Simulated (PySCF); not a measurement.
H₆Si₂, SMILES [SiH3][SiH3]. Atoms are numbered in the order given.

```xyz
8

Si     0.0000     0.0000    -1.1718
Si     0.0000     0.0000     1.1718
H     -1.2043    -0.6953    -1.6881
H      1.2043    -0.6953    -1.6881
H      0.0000     1.3906    -1.6881
H     -1.2043     0.6953     1.6881
H      1.2043     0.6953     1.6881
H      0.0000    -1.3906     1.6881
```
Charge 0, spin multiplicity 1.

Geometry optimised at TPSSh-D3(BJ)/def2-TZVP.

Level of theory: KT2/pcSseg-2 (PySCF).

GIAO shieldings, no solvent; atoms alike by connectivity are averaged. δ = σ(ref) − σ: ²⁹Si against TMS (σ = 351.7 ppm); ¹H against TMS (σ = 31.47 ppm), references at their B3LYP-D3(BJ)/def2-TZVP geometries, non-relativistic.

Estimate the chemical shifts. (The exact figures need the calculation; the answer reports its results.)


```
nucleus                   atoms  count  δ (ppm)
-------  ----------------------  -----  -------
²⁹Si                   Si1, Si2      2   -115.4
¹H       H3, H4, H5, H6, H7, H8      6     3.70
```
